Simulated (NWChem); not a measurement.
# One shape, several levels: C2H6B (SMILES [BH]CC)

Wanted: a comparison of 5 runs (UHF/def2-SVPD, UB3LYP/def2-SVPD, UPBE0/def2-SVPD, USVWN5/def2-SVPD, UMP2/def2-SVPD) of C2H6B. 

The results are computed with NWChem 7.3.0.

### Step 1. The structure to begin with

The species is C2H6B (9 atoms), meant as a doublet with charge 0. SMILES: `[BH]CC`. The coordinates come from a PBE0-D4/def2-TZVP relaxation. This is one conformer, not always the lowest.

Bond lengths: B1–C2 1.537 Å, C2–C3 1.524 Å, B1–H4 1.197 Å, C2–H5 1.103 Å, C2–H6 1.103 Å, C3–H7 1.093 Å, C3–H8 1.092 Å, C3–H9 1.092 Å. Some angles: B1–C2–C3 119.1°, B1–C2–H5 105.7°, B1–C2–H6 105.7°, C3–C2–H5 110.9°, C3–C2–H6 110.9°, C2–B1–H4 127.6°, C2–C3–H7 111.8°, C2–C3–H8 110.9°, C2–C3–H9 110.9°, H5–C2–H6 103.0°.

### Step 2. Energy and forces at UHF/def2-SVPD (run 1)

Contents of sp.xyz:

```xyz
9

B     -1.415300     0.517300    -0.623600
C      0.077500     0.346900    -0.300600
C      0.504700    -0.731500     0.688600
H     -1.915600     1.307200    -1.370300
H      0.580700     0.211000    -1.273200
H      0.428600     1.341200     0.024500
H      1.588300    -0.746200     0.828800
H      0.197300    -1.721000     0.344100
H      0.042200    -0.571000     1.664600
```

Contents of sp.nw:

```
start sp
memory stack 880 mb heap 220 mb global 1100 mb

geometry units angstroms noautosym nocenter noautoz
load format xyz sp.xyz
end

basis "ao basis" spherical bse
* library def2-SVPD
end

scf
nopen 1
uhf
thresh 1e-08
maxiter 80
print low
end

task scf gradient
```

On the command line:

```console
$ nwchem sp.nw > sp.out
```

Log:

```text
[...]
  functions       =   108
[...]
  wavefunction    = UHF
[...]
         Total SCF energy =   -103.764788114508
      One electron energy =   -263.079138953526
      Two electron energy =     96.160281028676
 Nuclear repulsion energy =     63.154069810342
                       Sz =      0.5000
                 Sz(Sz+1) =      0.7500
                      S^2 =      0.7535
[...]
                         UHF ENERGY GRADIENTS
    atom               coordinates                        gradient
                 x          y          z           x          y          z
   1 B      -2.674529   0.977555  -1.178433    0.015017   0.000913   0.000965
   2 C       0.146454   0.655546  -0.568052   -0.014562  -0.005322   0.002965
   3 C       0.953745  -1.382335   1.301265   -0.000046   0.002528  -0.002228
   4 H      -3.619959   2.470250  -2.589492   -0.001030  -0.000881   0.000648
   5 H       1.097364   0.398732  -2.405999    0.000497   0.000685  -0.002130
   6 H       0.809937   2.534500   0.046298    0.000273   0.002240  -0.000349
   7 H       3.001452  -1.410114   1.566205    0.001130  -0.000063   0.000203
   8 H       0.372843  -3.252218   0.650255   -0.000599  -0.000392  -0.000418
   9 H       0.079746  -1.079034   3.145638   -0.000680   0.000292   0.000345
 Task  times  cpu:       34.0s     wall:       34.0s
[...]
```

Run time: 35 s. Hardware: 1 thread of Intel Xeon Platinum 8375C at 2.90GHz (Ice Lake), shared host; peak memory 0.1 GiB.

### Step 3. Energy and gradient at UB3LYP/def2-SVPD (run 2)

Contents of c2h6b.nw:

```
start c2h6b
title "C2H6B"
memory stack 880 mb heap 220 mb global 1100 mb

geometry units angstrom noautosym nocenter noautoz
B     -1.415300     0.517300    -0.623600
C      0.077500     0.346900    -0.300600
C      0.504700    -0.731500     0.688600
H     -1.915600     1.307200    -1.370300
H      0.580700     0.211000    -1.273200
H      0.428600     1.341200     0.024500
H      1.588300    -0.746200     0.828800
H      0.197300    -1.721000     0.344100
H      0.042200    -0.571000     1.664600
end

basis spherical bse
* library def2-SVPD
end

dft
xc b3lyp
mult 2
grid fine
convergence energy 1e-08
maxiter 100
mulliken
print low
end

task dft gradient
```

On the command line:

```console
$ nwchem c2h6b.nw > c2h6b.out
```

Log:

```text
[...]
 d= 0,ls=0.0,diis     1   -104.4744877685 -1.68D+02  8.10D-03  6.32D-02     3.4
[...]
 d= 0,ls=0.0,diis    10   -104.5137213377 -2.25D-09  3.04D-07  4.74D-10    30.7
[...]
         Total DFT energy =     -104.513721337733
      One electron energy =     -263.320551210645
           Coulomb energy =      112.739856521838
    Exchange-Corr. energy =      -17.087096459268
 Nuclear repulsion energy =       63.154069810342
[...]
      Total Density - Mulliken Population Analysis
     ---------------------------------------------
    Atom       Charge   Shell Charges
 -----------   ------   -------------------------------------------------------
    1 B    5     5.44   1.98  0.97  0.54 -0.01  1.37  0.53  0.04  0.02
    2 C    6     5.95   1.98  0.94 -0.27  0.09  2.16  0.71  0.03  0.30
    3 C    6     5.48   1.98  0.95 -0.54  0.09  2.15  0.63  0.03  0.20
    4 H    1     0.64   0.76 -0.13  0.01 -0.01
    5 H    1     1.11   0.75  0.30  0.03  0.03
    6 H    1     1.11   0.75  0.30  0.03  0.03
    7 H    1     1.05   0.77  0.25  0.02  0.01
    8 H    1     1.11   0.77  0.27  0.02  0.04
    9 H    1     1.11   0.77  0.27  0.02  0.04
[...]
      <S2> =      0.7515 (Exact =     0.7500)
                         DFT ENERGY GRADIENTS
    atom               coordinates                        gradient
                 x          y          z           x          y          z
   1 B      -2.674529   0.977555  -1.178433    0.001846   0.000694  -0.000386
   2 C       0.146454   0.655546  -0.568052    0.002238   0.000206   0.000115
   3 C       0.953745  -1.382335   1.301265   -0.000706   0.000586  -0.000609
   4 H      -3.619959   2.470250  -2.589492    0.001807  -0.001970   0.001928
   5 H       1.097364   0.398732  -2.405999   -0.002038   0.000552   0.003955
   6 H       0.809937   2.534500   0.046298   -0.001430  -0.004052  -0.001333
   7 H       3.001452  -1.410114   1.566205   -0.004861   0.000086  -0.000634
   8 H       0.372843  -3.252218   0.650255    0.001217   0.004539   0.001467
   9 H       0.079746  -1.079034   3.145638    0.001927  -0.000641  -0.004503
 Task  times  cpu:       36.9s     wall:       36.9s
[...]
```

It took 38 s on 1 thread of Intel Xeon Platinum 8375C at 2.90GHz (Ice Lake), shared host; peak memory 0.12 GiB.

Runs 3 to 4 aren't shown in full; the table further down has their settings and results.

### Step 4. Energy and gradient at UMP2/def2-SVPD (run 5)

Contents of run.py:

```python
from ase import Atoms
from ase.calculators.nwchem import NWChem

system = Atoms(['B', 'C', 'C', 'H', 'H', 'H', 'H', 'H', 'H'], positions=[
    [-1.415300, 0.517300, -0.623600],
    [0.077500, 0.346900, -0.300600],
    [0.504700, -0.731500, 0.688600],
    [-1.915600, 1.307200, -1.370300],
    [0.580700, 0.211000, -1.273200],
    [0.428600, 1.341200, 0.024500],
    [1.588300, -0.746200, 0.828800],
    [0.197300, -1.721000, 0.344100],
    [0.042200, -0.571000, 1.664600],
])

calc = NWChem(
    label='test',
    theory='mp2',
    memory='2200 mb',
    basis='def2-SVPD',
    basispar='spherical bse',
    scf={'nopen': '1', 'uhf': None, 'thresh': '1e-08', 'maxiter': '80'},
    mp2={'freeze': 'core 3', 'tight': None},
)
system.calc = calc

forces = system.get_forces()
e = system.get_potential_energy()
print(f"E = {e:.6f} eV")
print("forces (eV/A):")
for s, f in zip(system.symbols, forces):
    print(f"{s:2s} {f[0]:10.5f} {f[1]:10.5f} {f[2]:10.5f}")
```

On the command line:

```console
$ export ASE_NWCHEM_COMMAND="nwchem PREFIX.nwi > PREFIX.nwo"
$ python run.py
```

Log:

```text
E = -2833.551415 eV
forces (eV/A):
B    -0.46146   -0.05867   -0.00298
C     0.28097    0.00972    0.02263
C    -0.00622    0.00057   -0.00036
H    -0.03049    0.09102   -0.08289
H     0.08824   -0.02808   -0.15884
H     0.06320    0.16280    0.06037
H     0.21926   -0.00221    0.02700
H    -0.05934   -0.21422   -0.07842
H    -0.09410    0.03908    0.21356
```

The calculator wrote test.nwi:

```
title "test"

permanent_dir test

scratch_dir test

start test

geometry units angstrom nocenter noautosym noautoz
  B  -1.4153000000000000e+00 5.1729999999999998e-01 -6.2360000000000004e-01
  C  7.7499999999999999e-02 3.4689999999999999e-01 -3.0059999999999998e-01
  C  5.0470000000000004e-01 -7.3150000000000004e-01 6.8859999999999999e-01
  H  -1.9156000000000000e+00 1.3071999999999999e+00 -1.3703000000000001e+00
  H  5.8069999999999999e-01 2.1099999999999999e-01 -1.2732000000000001e+00
  H  4.2859999999999998e-01 1.3411999999999999e+00 2.4500000000000001e-02
  H  1.5883000000000000e+00 -7.4619999999999997e-01 8.2879999999999998e-01
  H  1.9730000000000000e-01 -1.7210000000000001e+00 3.4410000000000002e-01
  H  4.2200000000000001e-02 -5.7099999999999995e-01 1.6646000000000001e+00
end

memory 2200 mb

basis spherical bse noprint
   * library def2-SVPD
end

scf
  nopen 1
  uhf
  thresh 1e-08
  maxiter 80
end
mp2
  freeze core 3
  tight
end

task mp2 gradient
```

test.nwo, cut to the lines that bear on the results:

```text
[...]
      One electron energy =   -263.079138953538
[... 1 line left out ...]
 Nuclear repulsion energy =     63.154069810342
[... 34 lines left out ...]
          Final beta eigenvalues
[... 329 lines left out ...]
                     UHF Final Beta Molecular Orbital Analysis
[...]
                         mp2 ENERGY GRADIENTS
    atom               coordinates                        gradient
                 x          y          z           x          y          z
   1 B      -2.674529   0.977555  -1.178433    0.008974   0.001141   0.000058
   2 C       0.146454   0.655546  -0.568052   -0.005464  -0.000189  -0.000440
   3 C       0.953745  -1.382335   1.301265    0.000121  -0.000011   0.000007
[... 5 lines of this table left out ...]
   9 H       0.079746  -1.079034   3.145638    0.001830  -0.000760  -0.004153
[...]
```

It took 75 s on 1 thread of Intel Xeon Platinum 8375C at 2.90GHz (Ice Lake), shared host; peak memory 0.36 GiB.

### Step 5. Overview of the runs

```csv
run,level,iteration cap,module,energy (Eh),⟨S²⟩,largest force (eV/Å),wall time
1,UHF/def2-SVPD,80,scf,-103.764788,0.753,0.812,35 s
2,UB3LYP/def2-SVPD,100,dft,-104.513721,0.751,0.254,38 s
3,UPBE0/def2-SVPD,100,dft,-104.367044,0.752,0.243,38 s
4,USVWN5/def2-SVPD,100,dft,-103.437215,0.751,1.030,20 s
5,UMP2/def2-SVPD,80,mp2,-104.131095,0.753,0.465,75 s
```

### Step 6. Summary of results

| quantity | value |
| --- | --- |
| run 5: total energy | -104.13109 Eh |
| run 5: dipole moment (of the density that the program reports) | 1.11 D |
| run 5: HOMO energy (Hartree–Fock orbitals) (highest over α and β) | -8.68 eV |
| run 5: LUMO energy (Hartree–Fock orbitals) (lowest over α and β) | 1.87 eV |
| run 5: correlation energy (3 core orbitals frozen) | -366.3 mEh |
| run 5: ⟨S²⟩ of the reference determinant | 0.753 |
| run 5: largest force on an atom | 0.465 eV/Å |

**Reading.** Totals of different functionals can't be ranked against each other. All runs together took 3.4 min, the longest 75 s.
